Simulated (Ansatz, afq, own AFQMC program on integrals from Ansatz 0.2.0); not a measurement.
AlSiH, triplet: AFQMC among the cluster methods

```xyz
3

Si    0.0000   -0.0660    1.2777
Al    0.0000    0.0144   -1.3676
H     0.0000    1.4550    1.0066
```

Connectivity, by distances: SiH–Al.

Basis cc-pVDZ. Noble-gas cores (and the filled d shells of Ga–Kr and In–Xe) are frozen. AFQMC by an in-house program on the Cholesky factors that Ansatz 0.2.0 writes for its CCSD(T) run. The CISD trial takes its coefficients from CCSD amplitudes. Released means that phaseless walkers are propagated on without the constraint, phases kept. ± is one standard error of the sampling.

Determinant: UHF, the one that the program's search chose, which needn't be the lowest solution. The geometry is a PBE0/def2-TZVP stationary point of this or a neighbouring charge and spin state.

No full CI on the walks' own integrals is used here; CCSDTQ serves as the reference and is uncertain by about the last step of the cluster series.

Cautions: unrestricted determinant slightly spin contaminated (⟨S²⟩ 2.06 against 2.00); the released energies are still falling, so no released level is given (meV from the phaseless value at times in 1/Eh: -3 ± 3 at 0.24, -8 ± 4 at 0.51, -10.9 ± 2.1 at 0.99, -12.8 ± 1.7 at 1.62, -15 ± 3 at 2.40).

- T1 diagnostic: 0.0371
- weight of the determinant in the CISD state: 0.847
- ⟨S²⟩ of the determinant: 2.056
- size of the correlated space: 8 electrons in 31 orbitals

Reference: CCSDTQ, correlation energy -4.305 eV.

```
        level  E − E(reference) (mEh)  share of correlation (%)
           HF                  158.20                      0.00
          MP2                   44.29                     72.01
         CCSD                    8.17                     94.83
      CCSD(T)                    2.22                     98.60
        CCSDT                    0.45                     99.71
     CCSDT(Q)                    0.01                     99.99
ph-AFQMC/CISD             0.94 ± 0.14                     99.40
```

CCSDT and higher add their correlation energy to the determinant of the CCSD(T) run, since their own runs factorise the integrals more tightly (a shift of under 2 meV). A walk keeps the symmetry of its determinant, which the program's search chose and which needn't be the lowest solution, so a lower state of the same spin and another symmetry isn't excluded.
